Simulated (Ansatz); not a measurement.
in.yaml

```yaml
crystal:
  periodic: [false, false, false]
  atoms:
    - {symbol: Ga, position_ang: [0.000000, 0.151489, 1.932551]}
    - {symbol: Ga, position_ang: [0.000000, -0.335749, -0.649438]}
    - {symbol: P, position_ang: [0.000000, 0.374792, -2.899333]}
    - {symbol: H, position_ang: [0.000000, 1.228698, 0.338030]}
basis:
  gaussian: {orbitals: cc-pVDZ, point_charges: [{charge: -0.50, position_ang: [3.573, -0.288, -0.939]}]}
magnetization: {spin_polarized: false, initial_magnetization: 4}
correlation: {method: bccd_t, electrons: outside_noble_gas, diis_vectors: 2}
```

```sh
$ ansatz run in.yaml --threads 1 --pin off --events-out ev --progress --plain --max-ram 2393MiB
```

The program prints:

```
882 factors; integrals over basis functions are off by at most 1.0e-3 eV
mean field evaluation 1: about -113951.2494 eV, gradient 8.2e0 eV
mean field evaluation 2: about -113951.2561 eV, gradient 8.2e0 eV
mean field evaluation 4: about -113952.3338 eV, gradient 1.6e0 eV
mean field evaluation 8: about -113952.4341 eV, gradient 2.4e-1 eV
mean field evaluation 16: about -113952.1926 eV, gradient 3.4e0 eV
mean field evaluation 32: about -113951.2453 eV, gradient 4.8e0 eV
mean field evaluation 64: about -113950.2184 eV, gradient 5.4e0 eV
mean field evaluation 96: about -113951.3618 eV, gradient 2.3e-1 eV
mean field evaluation 128: about -113950.0275 eV, gradient 3.3e0 eV
mean field evaluation 160: about -113949.2967 eV, gradient 4.8e0 eV
...
cycle  13  -6.05042214 eV  change   -3.5e-6 eV  update   1.3e-4
cycle  14  -6.05043125 eV  change   -9.1e-6 eV  update   1.1e-4
cycle  15  -6.05044296 eV  change   -1.2e-5 eV  update   8.2e-5
cycle  16  -6.05045391 eV  change   -1.1e-5 eV  update   6.3e-5
cycle  17  -6.05046478 eV  change   -1.1e-5 eV  update   4.7e-5
cycle  18  -6.05047277 eV  change   -8.0e-6 eV  update   3.5e-5
cycle  19  -6.05047925 eV  change   -6.5e-6 eV  update   2.6e-5
cycle  20  -6.05048238 eV  change   -3.1e-6 eV  update   1.9e-5
cycle  21  -6.05048437 eV  change   -2.0e-6 eV  update   1.5e-5
cycle  22  -6.05048435 eV  change    2.5e-8 eV  update   1.2e-5
perturbative correction -0.25055772 eV, -0.0092078265 hartree
Total energy: -113958.73963506 eV, -4187.9064375803 hartree
```

Ran on 1 thread of Intel Xeon Platinum 8375C, shared host: 32 s wall, 0.24 GiB peak host memory.
